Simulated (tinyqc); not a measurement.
Inside a calculation. Method: Hueckel theory of the pi electrons, for the molecule C=CN (SMILES; centres numbered as the heavy atoms are written). One step of it, computed by the program tinyqc.

Question. Orbitals. Diagonalise; E = alpha + x beta with beta < 0, so the largest x are filled first; degenerate levels share their electrons. P = sum n_i c_ri c_si; each orbital has its largest coefficient positive (the first on a tie).

Hueckel matrix in units of beta (H = alpha + beta A), order 1C, 2C, 3N:
$$\begin{pmatrix}
0.000000 & 1.000000 & 0.000000 \\
1.000000 & 0.000000 & 0.800000 \\
0.000000 & 0.800000 & 1.500000
\end{pmatrix}$$

pi electrons, sum of z_r less the charge = 4

Give: x values; occupations; coefficients; charge and bond-order matrix P.

Answer.

x values: [1.9466, 0.6825, -1.1291]

occupations: [2.0000, 2.0000, 0.0000]

coefficients, order 1C, 2C, 3N:
$$\begin{pmatrix}
0.2429 & 0.7232 & -0.6465 \\
0.4729 & 0.4936 & 0.7299 \\
0.8470 & -0.4830 & -0.2221
\end{pmatrix}$$

charge and bond-order matrix P, order 1C, 2C, 3N:
$$\begin{pmatrix}
1.1642 & 0.9437 & -0.2872 \\
0.9437 & 0.9345 & 0.3242 \\
-0.2872 & 0.3242 & 1.9013
\end{pmatrix}$$
